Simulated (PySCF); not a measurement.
J couplings in 2-Oxazoline

Geometry:
```tsv
atom	x (Å)	y (Å)	z (Å)
C1	1.375	-0.458	-0.049
N2	0.470	-1.294	0.236
C3	-0.780	-0.543	0.237
C4	-0.383	0.887	-0.186
O5	1.046	0.825	-0.286
H6	2.444	-0.677	-0.122
H7	-1.232	-0.580	1.242
H8	-1.504	-1.005	-0.453
H9	-0.649	1.662	0.548
H10	-0.786	1.181	-1.167
```

Method: B3LYP/pcJ-1 (spin–dipole term only in couplings to heteroatoms)//PBE0-D3(BJ)/def2-SVP, PySCF; isolated molecule, single conformer, non-relativistic. Couplings are averaged over pairs made equivalent by symmetry, fast rotation or ring inversion, so a value needn't be that of the named pair in this geometry, while other rotamers aren't included; one pair stands for each set, and the list holds those of at least 1.5 Hz over up to four bonds, among pairs with at least one C or N or H atom (others weren't computed).

Isotopes: ¹³C, ¹H, ¹⁷O, ¹⁵N. Couplings to quadrupolar nuclei such as 17O and 33S are rarely resolved in practice.

```tsv
pair	bonds	J (Hz)
C1, N2	1	-2.3
C1, O5	1	36.8
C1, H6	1	225.1
N2, C3	1	5.6
C3, C4	1	31.7
C3, H7	1	?
C4, O5	1	20.0
C4, H9	1	?
C1, C3	2	-2.8
C1, C4	2	?
N2, O5	2	-1.9
N2, H6	2	-16.8
O5, H6	2	-31.6
O5, H9	2	?
H7, H8	2	?
H9, H10	2	-9.6
C1, H7	3	6.7
C1, H9	3	2.6
C3, H6	3	11.7
C4, H6	3	6.5
H7, H9	3	13.8
H7, H10	3	?
H6, H7	4	?
```

Question: Estimate the withheld couplings, with signs.

Answer: 
- ¹J(C3,H7) = 148.7 Hz (bond length 1.103 Å, sp3 carbon)
- ¹J(C4,H9) = 155.1 Hz (bond length 1.100 Å, sp3 carbon)
- ²J(C1,C4) = 4.0 Hz (angle at O5 106°)
- ²J(O5,H9) = -8.7 Hz (angle at C4 109°)
- ²J(H7,H8) = -17.3 Hz (angle at C3 107°)
- ³J(H7,H10) = 9.7 Hz (mean over equivalent pairs that range from 8.0 to 11.4 Hz in this conformer)
- ⁴J(H6,H7) = -3.1 Hz
